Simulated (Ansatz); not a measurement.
Molecule: C2H6N, net charge 0, doublet state. It need not be the lowest isomer of its formula. 
Coordinates optimised at B3LYP-D3(BJ)/def2-TZVP (Ansatz, a first-principles code):
```xyz
9

C      1.2071    -0.4389    -0.0026
C      0.1180     0.5714     0.0048
N     -1.2414    -0.0269    -0.0013
H      1.5358    -0.9018     0.9194
H      1.5375    -0.8865    -0.9315
H      0.1830     1.2250    -0.8675
H      0.1814     1.2105     0.8879
H     -1.3501    -0.6337     0.8055
H     -1.3486    -0.6202    -0.8182
```
Charge 0, spin multiplicity 2.

Problem. Give the harmonic wavenumbers at B3LYP-D3(BJ)/def2-TZVP (Ansatz, finite differences of forces, unscaled).

Solution. 146, 302, 356, 586, 773, 861, 993, 1019, 1054, 1258, 1343, 1376, 1467, 1492, 1658, 3040, 3077, 3133, 3232, 3463, 3540 cm⁻¹. Zero-point energy 48.8 kcal/mol.

Problem. From these and the geometry, give the ideal-gas thermochemistry at 298.15 K and 1 atm (rigid rotor, harmonic oscillator).

Solution. Point group Cs, rotational symmetry number 1. Rotational constants 32.89, 9.495, 8.512 GHz. S(trans) 37.28, S(rot) 22.32, S(vib) 6.50, S(elec, spin only) 1.38, S 67.5 cal/(mol K). H(298) - H(0) 3.55 kcal/mol; G - E(el) 32.3 kcal/mol.
